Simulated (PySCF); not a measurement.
Species: CH3F.
SMILES: `CF`

Level: PBE0/def2-SVPD in PySCF, non-relativistic, on one gas-phase PBE0-D3(BJ)/def2-SVP geometry that isn't relaxed in the solvent. The solvent is an IEF-PCM continuum (van der Waals radii × 1.2), and excitations are vertical TDDFT with non-equilibrium linear response and a frozen core. Specific hydrogen bonds and non-electrostatic terms are outside this model.

```json
{"run": "gas", "E − E(gas) (kcal/mol)": "0.00", "HOMO (eV)": "-9.90", "HOMO–LUMO gap (eV)": "10.77", "dipole (D)": "1.77", "lowest singlet (eV)": "9.31", "static polarisability (au)": "16.8"}
{"run": "P", "E − E(gas) (kcal/mol)": "-1.75", "HOMO (eV)": "-9.82", "HOMO–LUMO gap (eV)": "10.85", "dipole (D)": "2.03", "lowest singlet (eV)": "9.31", "static polarisability (au)": "19.2"}
{"run": "Q", "E − E(gas) (kcal/mol)": "-1.99", "HOMO (eV)": "-9.81", "HOMO–LUMO gap (eV)": "10.86", "dipole (D)": "2.07", "lowest singlet (eV)": "9.31", "static polarisability (au)": "19.6"}
```

The runs were made in chloroform and tetrahydrofuran. Which run belongs to which solvent?

P = chloroform, Q = tetrahydrofuran. The dielectric constants are 4.711 (chloroform), 7.426 (tetrahydrofuran), and the energy falls further as ε rises. The optical constants n² used for the excitations are 2.09, 1.97 in the same order. In this model the ground state sees the solvent through ε alone.

How constant is the ratio of the lowering to (ε − 1)/(2ε + 1)?

| solvent | (ε − 1)/(2ε + 1) | E − E(gas) (kcal/mol) | ratio (kcal/mol) | polarisation term (kcal/mol) |
| --- | --- | --- | --- | --- |
| chloroform | 0.356 | -1.75 | -4.9 | -1.95 |
| tetrahydrofuran | 0.405 | -1.99 | -4.9 | -2.26 |

The ratio changes by +0.2 % in size from chloroform to tetrahydrofuran. The polarisation term is half the interaction of the solute with the induced surface charges.
